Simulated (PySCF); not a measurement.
# Lithium: a sound run and one with changed settings

Sound run: Li [He] 2s1, Li+ 1s2. All numbers are calculated (PySCF 2.14, the spin-free X2C one-electron Hamiltonian (Gaussian nucleus), in cc-pVDZ-DK (3s2p1d, 14 functions)). The sound run starts from symmetry-adapted Hartree-Fock orbitals and uses a fine grid where one is needed.

Changed run: initial guess 1e, at most 50 SCF cycles, level shift 10.0 hartree.

| species | method | sound run (hartree) | changed run (hartree) | converged |
| --- | --- | --- | --- | --- |
| Li | UHF | -7.43309 | -7.43174 | no |
| Li | MN15 | -7.48483 | -5.75141 | no |
| Li | TPSS | -7.48876 | -7.03325 | no |
| Li+ | UHF | -7.23678 | -7.23678 | yes |
| Li+ | MN15 | -7.29918 | -7.29918 | yes |
| Li+ | TPSS | -7.28672 | -7.28672 | yes |

A level shift slows the SCF but leaves a converged energy unchanged.
